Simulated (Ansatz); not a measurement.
Steps of a relaxation of `FC1(Cl)CCC1` with RKS PBE0-D4/def2-TZVP.

```sh
$ ansatz run in.yaml --threads 4 --pin off --events-out ev --progress --plain --max-ram 10444MiB
```

```yaml
crystal:
  periodic: [false, false, false]
  atoms:
    - {symbol: F, position_ang: [1.209258, -0.808962, 1.425042]}
    - {symbol: C, position_ang: [0.245937, -0.876585, 0.448059]}
    - {symbol: Cl, position_ang: [-0.279461, -2.595621, 0.298160]}
    - {symbol: C, position_ang: [0.701953, -0.157592, -0.835302]}
    - {symbol: C, position_ang: [-0.089038, 1.088984, -0.344441]}
    - {symbol: C, position_ang: [-0.847743, 0.184926, 0.669270]}
    - {symbol: H, position_ang: [1.799888, -0.080250, -0.954410]}
    - {symbol: H, position_ang: [0.260927, -0.619314, -1.738172]}
    - {symbol: H, position_ang: [-0.707457, 1.609856, -1.099966]}
    - {symbol: H, position_ang: [0.562713, 1.828797, 0.158374]}
    - {symbol: H, position_ang: [-0.951341, 0.527969, 1.716743]}
    - {symbol: H, position_ang: [-1.828736, -0.157408, 0.290643]}
basis:
  gaussian: {orbitals: def2-TZVP}
hamiltonian: {xc: pbe0, dispersion: d4}
relax: {f_tol: 0.005, max_steps: 150}
```

Positions (Å) and forces (eV/Å) along the path, 7 of 7 steps:

```xyz
12
step=1 energy=-19476.3868 eV
F     1.209   -0.809    1.425   -0.358   -0.089   -0.349
C     0.246   -0.877    0.448   -0.086    0.016   -0.092
Cl   -0.279   -2.596    0.298    0.217    0.551    0.098
C     0.702   -0.158   -0.835    0.140   -0.168   -0.086
C    -0.089    1.089   -0.344    0.030    0.243   -0.025
C    -0.848    0.185    0.669   -0.123   -0.109    0.168
H     1.800   -0.080   -0.954   -0.571   -0.012    0.060
H     0.261   -0.619   -1.738    0.198    0.228    0.467
H    -0.707    1.610   -1.100    0.315   -0.288    0.389
H     0.563    1.829    0.158   -0.325   -0.382   -0.248
H    -0.951    0.528    1.717    0.058   -0.151   -0.550
H    -1.829   -0.157    0.291    0.505    0.160    0.169
12
step=2 energy=-19476.4311 eV
F     1.200   -0.812    1.416   -0.105   -0.005   -0.107
C     0.241   -0.872    0.442   -0.038   -0.112   -0.014
Cl   -0.275   -2.581    0.300    0.091    0.291    0.028
C     0.700   -0.157   -0.832   -0.005   -0.057    0.014
C    -0.089    1.084   -0.343    0.012    0.073   -0.005
C    -0.844    0.185    0.667    0.001   -0.059    0.008
H     1.785   -0.076   -0.950   -0.165   -0.011    0.025
H     0.262   -0.613   -1.724    0.052    0.072    0.127
H    -0.701    1.597   -1.090    0.087   -0.082    0.109
H     0.556    1.816    0.154   -0.092   -0.110   -0.070
H    -0.946    0.528    1.701    0.022   -0.053   -0.157
H    -1.813   -0.154    0.291    0.140    0.053    0.042
12
step=3 energy=-19476.4370 eV
F     1.198   -0.808    1.413    0.011    0.023    0.006
C     0.241   -0.870    0.442   -0.057   -0.097   -0.037
Cl   -0.269   -2.568    0.302    0.020    0.047    0.010
C     0.696   -0.158   -0.829    0.017    0.016    0.011
C    -0.087    1.083   -0.341   -0.003   -0.017    0.000
C    -0.842    0.182    0.663    0.015    0.017    0.014
H     1.775   -0.079   -0.948    0.019    0.000   -0.011
H     0.256   -0.609   -1.717   -0.007   -0.005   -0.006
H    -0.696    1.594   -1.085   -0.005    0.007   -0.007
H     0.555    1.809    0.155    0.008    0.006    0.007
H    -0.945    0.522    1.693   -0.010    0.007    0.018
H    -1.806   -0.153    0.285   -0.006   -0.005   -0.006
12
step=4 energy=-19476.4373 eV
F     1.197   -0.805    1.412    0.021    0.015    0.019
C     0.240   -0.871    0.441   -0.029   -0.043   -0.020
Cl   -0.267   -2.567    0.304    0.006    0.011    0.004
C     0.696   -0.158   -0.829    0.003    0.009    0.005
C    -0.086    1.082   -0.340    0.001    0.000    0.001
C    -0.842    0.182    0.664    0.007    0.008    0.001
H     1.776   -0.080   -0.950    0.001   -0.003   -0.002
H     0.255   -0.609   -1.717   -0.005   -0.001   -0.005
H    -0.695    1.595   -1.084   -0.001    0.004   -0.002
H     0.557    1.808    0.157    0.003    0.002    0.003
H    -0.947    0.522    1.693   -0.003   -0.002    0.002
H    -1.806   -0.153    0.284   -0.005   -0.001   -0.005
12
step=5 energy=-19476.4374 eV
F     1.198   -0.800    1.411    0.009    0.004    0.008
C     0.240   -0.872    0.441   -0.006    0.017   -0.010
Cl   -0.263   -2.568    0.309   -0.002   -0.013    0.001
C     0.694   -0.159   -0.830    0.005    0.000    0.001
C    -0.085    1.082   -0.339   -0.001   -0.001    0.000
C    -0.843    0.181    0.662    0.001    0.001    0.005
H     1.774   -0.082   -0.953   -0.005   -0.003    0.000
H     0.251   -0.608   -1.718   -0.003    0.002    0.001
H    -0.692    1.598   -1.082    0.002    0.001    0.002
H     0.559    1.805    0.160    0.000   -0.004    0.001
H    -0.950    0.520    1.692   -0.001   -0.004   -0.004
H    -1.806   -0.153    0.280    0.002    0.000   -0.003
12
step=6 energy=-19476.4376 eV
F     1.199   -0.790    1.410    0.008   -0.005    0.009
C     0.241   -0.871    0.441   -0.011   -0.006   -0.010
Cl   -0.255   -2.570    0.317    0.004    0.004    0.003
C     0.692   -0.160   -0.832    0.008   -0.002   -0.011
C    -0.083    1.082   -0.336    0.000    0.015   -0.003
C    -0.845    0.180    0.660   -0.011    0.002    0.007
H     1.771   -0.087   -0.961   -0.005   -0.002    0.002
H     0.242   -0.607   -1.717   -0.002    0.000    0.007
H    -0.686    1.606   -1.077   -0.002   -0.001   -0.002
H     0.565    1.799    0.168    0.002   -0.001    0.002
H    -0.959    0.517    1.690    0.001   -0.003   -0.004
H    -1.805   -0.155    0.270    0.007   -0.002   -0.001
12
step=7 energy=-19476.4376 eV
F     1.200   -0.785    1.410   -0.001    0.000   -0.001
C     0.241   -0.870    0.441    0.002   -0.001    0.002
Cl   -0.251   -2.570    0.322   -0.001    0.001   -0.001
C     0.690   -0.160   -0.833    0.004   -0.002    0.001
C    -0.081    1.083   -0.335   -0.002    0.002   -0.003
C    -0.846    0.180    0.659    0.000   -0.001    0.004
H     1.770   -0.090   -0.965   -0.001    0.001   -0.001
H     0.236   -0.607   -1.716   -0.001    0.002    0.000
H    -0.683    1.610   -1.075    0.001   -0.001    0.001
H     0.568    1.796    0.172   -0.001   -0.002    0.000
H    -0.964    0.514    1.689    0.000    0.001   -0.001
H    -1.804   -0.156    0.265    0.001    0.001   -0.002
```

Run time 27 s (4 threads of an Arm Neoverse V2 on a shared host); peak host memory 0.69 GiB.
